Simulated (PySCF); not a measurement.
## Single point on MgF⁻

State: ¹Σ⁺ (singlet), closed shell.

An equivalent input (the run itself took its basis sets from the Basis Set Exchange, started from a PBE0 density and held the occupation σ 7α 7β, πx 2α 2β, πy 2α 2β):

```python
from pyscf import gto, dft
mol = gto.M(atom='Mg 0 0 0; F 0 0 1.845', basis={'Mg': 'aug-cc-pVDZ', 'F': 'aug-cc-pVDZ'},
            charge=-1, spin=0, verbose=4, symmetry='C2v')
mf = dft.UKS(mol, xc='R2SCAN')
mf.grids.atom_grid = (80, 434)
mf.grids.prune = dft.gen_grid.treutler_prune
mf.irrep_nelec = {'A1': (7, 7), 'B1': (2, 2), 'B2': (2, 2)}
mf.conv_tol = 1e-9
mf.max_cycle = 60
mf.diis_space = 10
mf.kernel()
```

The log (some set-up lines and the per-cycle HOMO/LUMO lines removed):

```
******** <class 'pyscf.dft.uks_symm.SymAdaptedUKS'> ********
method = SymAdaptedUKS
damping factor = 0
level_shift factor = 0
DIIS = <class 'pyscf.scf.diis.CDIIS'>
diis_start_cycle = 1
diis_space = 10
diis_damp = 0
SCF conv_tol = 1e-09
SCF conv_tol_grad = None
SCF max_cycles = 60
number electrons alpha = 11  beta = 11
Set gradient conv threshold to 3.16228e-05
init E= -299.950462078152
cycle= 1 E= -299.950693817616  delta_E= -0.000232  |g|= 0.00376  |ddm|= 0.0975
cycle= 2 E= -299.950677381353  delta_E= 1.64e-05  |g|= 0.009  |ddm|= 0.0232
cycle= 3 E= -299.950707704276  delta_E= -3.03e-05  |g|= 0.00106  |ddm|= 0.0081
cycle= 4 E= -299.950708627414  delta_E= -9.23e-07  |g|= 0.00025  |ddm|= 0.00392
cycle= 5 E= -299.950708655252  delta_E= -2.78e-08  |g|= 1.68e-05  |ddm|= 0.00055
cycle= 6 E= -299.950708655979  delta_E= -7.27e-10  |g|= 5.66e-06  |ddm|= 0.00015
Extra cycle  E= -299.950708655979  delta_E= 4.55e-13  |g|= 1.08e-05  |ddm|= 4.47e-05
converged SCF energy = -299.950708655979  <S^2> = -1.4210855e-14  2S+1 = 1
```

Repeating this along the bond gives Re = 1.839 Å and ωe = 571 cm⁻¹.

A point of this curve took 0.65 CPU seconds beside 0.068 for the integrals, on Arm Neoverse V2 (shared host).

The highest Kohn–Sham level is positive in this anion. Much of that is self-interaction error, but it also means that the finite basis helps to hold the extra electron.
